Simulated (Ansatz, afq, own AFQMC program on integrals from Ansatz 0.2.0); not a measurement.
# CH3⁺, singlet → CH₃, doublet

```tsv
atom	x (Å)	y (Å)	z (Å)
C	0.0000	0.0000	0.0000
H	1.0932	0.0139	-0.0002
H	-0.5586	0.9397	-0.0028
H	-0.5345	-0.9536	0.0030
```

E(doublet, charge +0) − E(singlet, charge +1) at this geometry, on RHF and UHF determinants.

Basis aug-cc-pVDZ. Noble-gas cores (and the filled d shells of Ga–Kr and In–Xe) are frozen. Integrals, coupled cluster, full CI and functionals: Ansatz 0.2.0; the random walks run on the same integrals in our own AFQMC program. ph-AFQMC/CISD is guided by a CISD state made of CCSD amplitudes; releasing the constraint for a short imaginary time cuts its bias at the price of noise, slowly where states lie close. Error bars are statistical, one sigma. The errors of all members are added in quadrature.

No full CI on the walks' own integrals is used here; CCSDT(Q) serves as the reference and is uncertain by about the last step of the cluster series. Each member takes its own surest rung, up to full CI.

The best estimate is CCSD(T) at the basis-set limit (CBS: def2-TZVPP and def2-QZVPP, with their diffuse functions for anions and beside diffuse sets, CCSD(T) itself extrapolated) plus the step from CCSD(T) to CCSDT(Q) in aug-cc-pVDZ. Rows without CBS are in aug-cc-pVDZ, the functionals in def2-TZVP; B2PLYP and the wave-function rows carry a basis error of their own. Core correlation and relativity beyond core potentials are missing, and ± holds the sampling alone.

Best estimate: -9.772 eV.

| level | vertical energy of electron attachment (eV) | error against the best estimate (eV) |
| --- | --- | --- |
| HF | -8.952 | 0.820 |
| MP2 | -9.608 | 0.165 |
| CCSD | -9.595 | 0.178 |
| CCSD(T) | -9.630 | 0.142 |
| CCSDT | -9.634 | 0.139 |
| CCSDT(Q) | -9.636 | 0.137 |
| ph-AFQMC/CISD | -9.626 ± 0.009 | 0.147 ± 0.009 |
| released AFQMC | -9.641 ± 0.008 | 0.132 ± 0.008 |
| HF/CBS | -8.969 | 0.804 |
| MP2/CBS | -9.746 | 0.026 |
| CCSD(T)/CBS | -9.767 | 0.005 |
| PBE | -9.997 | -0.224 |
| r2SCAN | -10.101 | -0.328 |
| PBE0 | -9.943 | -0.171 |
| B3LYP | -9.892 | -0.120 |
| wB97M-V | -9.683 | 0.090 |
| B2PLYP | -9.738 | 0.035 |

Correlation beyond CCSD(T) takes off 0.005 eV. Going to the basis-set limit takes off 0.137 eV at CCSD(T). The perturbative (T) step is worth −0.036 eV. The functionals spread over 0.418 eV; B2PLYP comes nearest and r2SCAN is 0.328 eV too low.

Best estimates are given only where the step beyond CCSD(T) is under 0.3 eV and no member's determinant is very poor (T1 over 0.05, or 0.07 for open shells, ⟨S²⟩ too high by 0.3, two states mixed), so the hardest cases are missing from such tables.

The functionals ran in a triple-zeta set and keep a basis error of their own, a few kJ/mol for each bond in atomization energies and more for double hybrids, so close places among them and the extrapolated levels can swap.

CCSDT and higher add their correlation energy to the determinant of the CCSD(T) run, since their own runs factorise the integrals more tightly (a shift of under 2 meV). Each member of a difference takes its own highest rung, so a best estimate needn't equal the limit plus the step of one row. A walk keeps the symmetry of its determinant, which the program's search chose and which needn't be the lowest solution, so a lower state of the same spin and another symmetry isn't excluded. Released energies are given only where the last usable release times agree within the noise; a slower fall can still hide under it.
